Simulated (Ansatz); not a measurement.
## Structure relaxation of Li3Sc

Method: DFT PBE, scalar-relativistic, plane waves, PAW in Ansatz 0.2.0. Cutoff 420 eV, Γ-centred k mesh, Gaussian smearing, no spin polarisation in the final step.

This is the end of a relaxation of cell and atoms.

```yaml
crystal:
  lattice:
    - [4.40537, 0.00000, 0.00000]
    - [0.00000, 4.40537, 0.00000]
    - [0.00000, 0.00000, 4.40537]
  atoms:
    - { symbol: Li, position: [0.00000, 0.50000, 0.50000] }
    - { symbol: Li, position: [0.50000, 0.00000, 0.50000] }
    - { symbol: Li, position: [0.50000, 0.50000, 0.00000] }
    - { symbol: Sc, position: [0.00000, 0.00000, 0.00000] }
```

Formation energies are uncorrected and refer to the elements' standard structures at the same level.

Question: What space group does it have?

Answer: Pm-3m (No. 221). Conventional cell: a = 4.405 Å. Li is coordinated by 4 Sc at 3.12 Å and 8 Li at 3.12 Å; Sc is coordinated by 12 Li at 3.12 Å.

Question: How far does it lie from the elements in energy?

Answer: 0.25 eV/atom.

Question: Is it a metal?

Answer: Yes, bands cross the Fermi level on the 10×10×10 mesh.

The final run used a 10×10×10 mesh on its 4-atom cell and 0.10 eV smearing. For metals, differences of a few meV/atom aren't resolved. The cell came from a trial start, so Li3Sc may not exist in this structure.

Cost: 2 runs of about 0.25 core-minutes in all, on Arm Neoverse V1 (shared hosts).